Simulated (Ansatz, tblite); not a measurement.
# The cluster GeBr₂−: rung by rung

Aim: run the doublet of the cluster GeBr₂− at one geometry on many levels, and compare frontier levels, spin and run time.

Program: Ansatz 0.2.0, Gaussian basis. Level of theory: as each input shows. These are calculated values, not measurements.

Levels to be run: GFN1-xTB, GFN2-xTB, PBE-D4/def2-TZVPD, r2SCAN-D4/def2-TZVPD, BHLYP-D4/def2-TZVPD, CAM-B3LYP-D4/def2-TZVPD, B97M-V/def2-TZVPD, LC-ωPBE/def2-TZVPD, ωB97X-V/def2-TZVPD, PBE-D4/def2-SVPD, PBE0-D4/def2-SVPD, HF/STO-3G, HF/6-31G, B3LYP-D4/6-31G, CCSD(T)/def2-SVPD, MP2/def2-TZVPD, RPA/def2-TZVPD.

## (1) The geometry

The doublet was relaxed beforehand with B3LYP-D4/def2-TZVPD. At that level it is the lowest of the isomers that a small search found.

3 atoms, charge -1, spin multiplicity 2.

Bond lengths: Ge1–Br2 2.531 Å, Ge1–Br3 2.531 Å. Angles: Br2–Ge1–Br3 100.9°.

The ion is computed in the gas phase, without counter-ions or solvent.

PBE0-D4/def2-TZVPD was run before; its log isn't repeated, and its numbers join the tables.

## (2) GFN1-xTB

Tight binding, by tblite at 300 K electronic temperature and without a spin-polarisation term:

```python
tblite.interface.Calculator('GFN1-xTB', numbers, positions, charge=-1, uhf=1).singlepoint()
```

Energy -263.4941 eV; 0.01 s.

## (3) GFN2-xTB

Tight binding, by tblite at 300 K electronic temperature and without a spin-polarisation term:

```python
tblite.interface.Calculator('GFN2-xTB', numbers, positions, charge=-1, uhf=1).singlepoint()
```

Energy -283.6753 eV; 0.009 s.

## (4) PBE-D4/def2-TZVPD

start.molden holds the orbitals of an earlier run on this state, given as this run's starting guess.

Input file in.yaml:

```yaml
crystal:
  periodic: [false, false, false]
  atoms:
    - {symbol: Ge, position_ang: [0.379045, -1.003638, -0.058336]}
    - {symbol: Br, position_ang: [-2.012777, -0.190371, 0.089661]}
    - {symbol: Br, position_ang: [1.633732, 1.194009, -0.031325]}
basis:
  gaussian: {orbitals: def2-TZVPD, initial_orbitals: start.molden}
total_charge: -1
magnetization: {spin_polarized: true, initial_magnetization: 1}
hamiltonian: {xc: pbe, dispersion: d4}
scf: {omitted_lower_state_checks: [starts]}
output: {orbitals: {seedname: orbitals}}
```

Run with:

```sh
$ ansatz run in.yaml --threads 4 --pin off --events-out ev --progress --plain --max-ram 3916MiB
```

After this run come: r2SCAN-D4/def2-TZVPD; BHLYP-D4/def2-TZVPD; CAM-B3LYP-D4/def2-TZVPD; B97M-V/def2-TZVPD; LC-ωPBE/def2-TZVPD; ωB97X-V/def2-TZVPD; PBE-D4/def2-SVPD; PBE0-D4/def2-SVPD; HF/STO-3G; HF/6-31G; B3LYP-D4/6-31G; CCSD(T)/def2-SVPD; MP2/def2-TZVPD; RPA/def2-TZVPD.

Before running them: what should the planned runs give, taken together? Wanted: gap in def2-TZVPD, named functionals, smallest and largest; correlation energy, CCSD(T)/def2-SVPD; correlation energy, MP2/def2-TZVPD; ⟨S²⟩ in def2-TZVPD, named functionals, smallest and largest; PBE0 total energy, smallest basis above largest.

The runs gave:

| quantity | value |
| --- | --- |
| gap in def2-TZVPD, named functionals, smallest and largest | 1.17 eV (PBE-D4), 7.08 eV (LC-ωPBE) |
| correlation energy, CCSD(T)/def2-SVPD | -19.13 eV |
| correlation energy, MP2/def2-TZVPD | -21.11 eV |
| ⟨S²⟩ in def2-TZVPD, named functionals, smallest and largest | 0.753, 0.758 |
| PBE0 total energy, smallest basis above largest | 23.90 eV (def2-SVPD, def2-TZVPD) |

Over the named functionals in def2-TZVPD the gap runs from 1.17 eV (PBE-D4) to 7.08 eV (LC-ωPBE); exact exchange widens it. Over the named functionals in def2-TZVPD spin contamination reaches 0.01 (LC-ωPBE), which is small. PBE-D4, r2SCAN-D4, B97M-V put the HOMO above zero; others here keep it below zero, so the sign hangs on the functional's self-interaction and doesn't show that the species is unbound.
